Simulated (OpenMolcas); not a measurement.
# BH2 (boron dihydride): levels of theory compared

Aim: a comparison of 6 runs (ROHF/6-31G**, UB3LYP/6-31G**, UM06-2X/6-31G**, UPBE/6-31G**, UPBE0/6-31G**, ROMP2/6-31G**) of BH2 (boron dihydride). 

The calculation is run with OpenMolcas 26.06.

## Step 1: The structure to begin with

BH2: 3 atoms, total charge 0, spin state doublet. SMILES: `[BH2]`. The B1–H3 distance was set to 2.898 Å, away from the relaxed value. At this shape a bond of the SMILES string is far longer than usual.

Bond lengths: B1–H2 1.159 Å.

## Step 2: A single-point energy at ROHF/6-31G(d,p) (spherical functions) (run 1)

The input, step1.inp:

```
* BH2 Hartree-Fock

&GATEWAY
 BasLib
 $CurrDir
 Coord
 3
 bohr
 B      2.78058081     1.53650797     1.71221281
 H      2.81304631     3.71262208     1.96229917
 H     -1.02585672    -1.54785577    -0.73629399
 Basis
 6-31Gss
 Group
 NoSym

&SEWARD

&SCF
 UHF
 Spin
 2
 PrOrbitals
 1 1

&RASSCF
 FileOrb
 $Project.UnaOrb
 Spin
 2
 Nactel
 1 0 0
 Inactive
 3
 Ras2
 1
 OutOrbitals
 Canonical
 OrbListing
 Nothing
```

The basis set 6-31G** is read from a file made from the Basis Set Exchange's data (not shown).

On the command line:

```console
$ export MOLCAS_MEM=1860
$ pymolcas step1.inp > step1.log
```

Output:

```text
--- Start Module: gateway ---
[...]
--- Stop Module: gateway /rc=_RC_ALL_IS_WELL_ ---
[...]
      Basis functions           24
[...]
--- Start Module: scf ---
[...]
       Convergence after  19 Iterations
[...]
::    Total SCF energy                                -25.6249269686
[...]
      Total spin, S                                     0.7201873076
[...]
--- Stop Module: scf /rc=_RC_ALL_IS_WELL_ ---
--- Start Module: rasscf ---
[...]
      Number of active orbitals                  1
[...]
      Spin quantum number                      0.5
[...]
      Active orbitals                            1
[...]
      Number of CSFs                             1
[...]
      Number of root(s) required                 1
[...]
      Convergence after 10 iterations
[...]
      printout of CI-coefficients larger than  0.05 for root  1
      energy=     -25.614338
      conf/sym  1     Coeff  Weight
             1  u   1.00000 1.00000
      Natural orbitals and occupation numbers for root  1
      sym 1:   1.000000
      ************************************************************************************************************************
      *                                                    Final results                                                     *
[...]
::    RASSCF root number  1 Total energy:    -25.61433816
[...]
      Total electronic charge=    7.000000
      Total            charge=   -0.000000
[...]
      Dipole Moment (debye):
      Origin of the operator (angstrom)=    1.3169    0.7759    0.8160
                   X=  6.8486E-02               Y=  1.7010E+00               Z=  2.1949E-01           Total=  1.7165E+00
      Quadrupole Moment (debye*angstrom):
[...]
--- Stop Module: rasscf /rc=_RC_ALL_IS_WELL_ ---
[...]
```

Wall time 2.7 s (1 thread of Arm Neoverse V1, shared host); peak memory 0.37 GiB.

## Step 3: The energy at UB3LYP/6-31G(d,p) (spherical functions) (run 2)

The input, mol.inp:

```
>>> EXPORT MOLCAS_PRINT=2
&gateway
baslib=$CurrDir
coord
3
bohr
B      2.78058081     1.53650797     1.71221281
H      2.81304631     3.71262208     1.96229917
H     -1.02585672    -1.54785577    -0.73629399
basis=6-31Gss
group=NoSym
&seward
gridinput
Grid=UltraFine
End of Grid
&scf
uhf
spin=2
ksdft=B3LYP
thresholds=1e-10 1e-07 1e-07 1e-05
prorbitals=1 1
```

The basis set 6-31G** is read from a file made from the Basis Set Exchange's data (not shown).

On the command line:

```console
$ export MOLCAS_MEM=1860
$ pymolcas mol.inp > mol.log
```

Output:

```text
--- Start Module: gateway ---
[...]
--- Stop Module: gateway /rc=_RC_ALL_IS_WELL_ ---
--- Start Module: seward ---
[...]
      Basis functions           24
--- Stop Module: seward /rc=_RC_ALL_IS_WELL_ ---
--- Start Module: scf ---
[...]
       Convergence after  19 Iterations
[...]
::    Total KS-DFT energy                             -25.7919467034
[...]
      Total spin, S                                     0.6036534503
[...]
      Total electronic charge=    7.000000
      Total            charge=   -0.000000
[...]
      Dipole Moment (debye):
      Origin of the operator (angstrom)=    1.3169    0.7759    0.8160
                   X=  3.8198E-01               Y=  1.5502E+00               Z=  3.7798E-01           Total=  1.6407E+00
      Quadrupole Moment (debye*angstrom):
[...]
--- Stop Module: scf /rc=_RC_ALL_IS_WELL_ ---
[...]
```

Wall time 7.5 s (1 thread of Arm Neoverse V1, shared host); peak memory 0.37 GiB.

Runs 3 to 4 aren't shown in full; the table further down has their settings and results.

## Step 4: A single-point energy at UPBE0/6-31G(d,p) (spherical functions) (run 5)

The input, mol.input:

```
* BH2 Kohn-Sham DFT
&GATEWAY
BASLIB=$CurrDir
COORD
3
bohr
B      2.78058081     1.53650797     1.71221281
H      2.81304631     3.71262208     1.96229917
H     -1.02585672    -1.54785577    -0.73629399
BASIS=6-31Gss
GROUP=NoSym
&SEWARD
GRIDINPUT
Grid=UltraFine
End of Grid
&SCF
UHF
SPIN=2
KSDFT=PBE0
THRESHOLDS=1e-10 1e-07 1e-07 1e-05
PRORBITALS=1 1
```

The basis set 6-31G** is read from a file made from the Basis Set Exchange's data (not shown).

On the command line:

```console
$ export MOLCAS_MEM=1860
$ pymolcas mol.input > mol.log
```

Output:

```text
--- Start Module: gateway ---
[...]
--- Stop Module: gateway /rc=_RC_ALL_IS_WELL_ ---
--- Start Module: seward ---
[...]
      Basis functions           24
--- Stop Module: seward /rc=_RC_ALL_IS_WELL_ ---
--- Start Module: scf ---
[...]
       Convergence after  20 Iterations
[...]
::    Total KS-DFT energy                             -25.7395776951
[...]
      Total spin, S                                     0.6427805204
[...]
      Total electronic charge=    7.000000
      Total            charge=   -0.000000
[...]
      Dipole Moment (debye):
      Origin of the operator (angstrom)=    1.3169    0.7759    0.8160
                   X=  2.0839E-01               Y=  1.3763E+00               Z=  2.6278E-01           Total=  1.4166E+00
      Quadrupole Moment (debye*angstrom):
[...]
--- Stop Module: scf /rc=_RC_ALL_IS_WELL_ ---
[...]
```

Wall time 6.9 s (1 thread of Arm Neoverse V1, shared host); peak memory 0.37 GiB.

## Step 5: A single-point energy at ROMP2/6-31G(d,p) (spherical functions) (run 6)

The input, mol.inp:

```
* BH2 ROMP2
&GATEWAY
BasLib=$CurrDir
Coord
3
bohr
B      2.78058081     1.53650797     1.71221281
H      2.81304631     3.71262208     1.96229917
H     -1.02585672    -1.54785577    -0.73629399
Basis=6-31Gss
Group=NoSym
&SEWARD
&SCF
UHF
Spin=2
Thresholds=1e-10 1e-07 1e-07 1e-05
PrOrbitals=1 1
&RASSCF
FileOrb=$Project.UnaOrb
Spin=2
Nactel=1 0 0
Inactive=3
Ras2=1
OutOrbitals=Canonical
OrbListing=Nothing
&CASPT2
IPEA=0.0
Frozen=1
```

The basis set 6-31G** is read from a file made from the Basis Set Exchange's data (not shown).

On the command line:

```console
$ export MOLCAS_MEM=1860
$ pymolcas mol.inp > mol.log
```

Output:

```text
--- Start Module: gateway ---
[...]
--- Stop Module: gateway /rc=_RC_ALL_IS_WELL_ ---
[...]
      Basis functions           24
[...]
       Convergence after  22 Iterations
[...]
::    Total SCF energy                                -25.6249269686
[...]
      Total spin, S                                     0.7201873845
[...]
--- Start Module: rasscf ---
[...]
      Number of active orbitals                  1
[...]
      Spin quantum number                      0.5
[...]
      Active orbitals                            1
[...]
      Number of CSFs                             1
[...]
      Number of root(s) required                 1
[...]
      Convergence after 11 iterations
[...]
      printout of CI-coefficients larger than  0.05 for root  1
      energy=     -25.614338
      conf/sym  1     Coeff  Weight
             1  u   1.00000 1.00000
      Natural orbitals and occupation numbers for root  1
      sym 1:   1.000000
      ************************************************************************************************************************
      *                                                    Final results                                                     *
[...]
::    RASSCF root number  1 Total energy:    -25.61433816
[...]
      Total electronic charge=    7.000000
      Total            charge=   -0.000000
[...]
      Dipole Moment (debye):
      Origin of the operator (angstrom)=    1.3169    0.7759    0.8160
                   X=  6.8354E-02               Y=  1.7010E+00               Z=  2.1941E-01           Total=  1.7164E+00
      Quadrupole Moment (debye*angstrom):
[...]
--- Stop Module: rasscf /rc=_RC_ALL_IS_WELL_ ---
--- Start Module: caspt2 ---
[...]
      E2 (Variational):          -0.0604840322
      Total energy:             -25.6748221885
[...]
      Reference weight:           0.97096
[...]
::    CASPT2 Root  1     Total energy:    -25.67482219
[...]
```

Run time: 2.8 s. Hardware: 1 thread of Arm Neoverse V1, shared host; peak memory 0.37 GiB.

## Step 6: All runs side by side

```
run                                  level  integration grid  SCF convergence threshold  energy (Eh)  dipole moment (D)  wall time
  1     ROHF/6-31G** (spherical functions)                 –                          –   -25.614338               1.72      2.7 s
  2   UB3LYP/6-31G** (spherical functions)         UltraFine                      1e-10   -25.791947               1.64      7.5 s
  3  UM06-2X/6-31G** (spherical functions)         UltraFine                      1e-10   -25.767014               1.49       11 s
  4     UPBE/6-31G** (spherical functions)         UltraFine                      1e-10   -25.728569               1.48      6.9 s
  5    UPBE0/6-31G** (spherical functions)         UltraFine                      1e-10   -25.739578               1.42      6.9 s
  6    ROMP2/6-31G** (spherical functions)                 –                      1e-10   -25.674822                  –      2.8 s
```

## Step 7: Results

| quantity | value |
| --- | --- |
| run 6: total energy | -25.67482 Eh |

In words: Over runs 1, 2, 3, 4, 5 the dipole moment (its size) runs from 1.42 D (UPBE0/6-31G**) to 1.72 D (ROHF/6-31G**). Totals of different functionals can't be ranked against each other. Spin contamination of the reference: run 5 ⟨S²⟩ = 1.06, run 4 ⟨S²⟩ = 1.01, run 2 ⟨S²⟩ = 0.97, run 3 ⟨S²⟩ = 0.92. All runs together took 37 s, the longest 11 s.
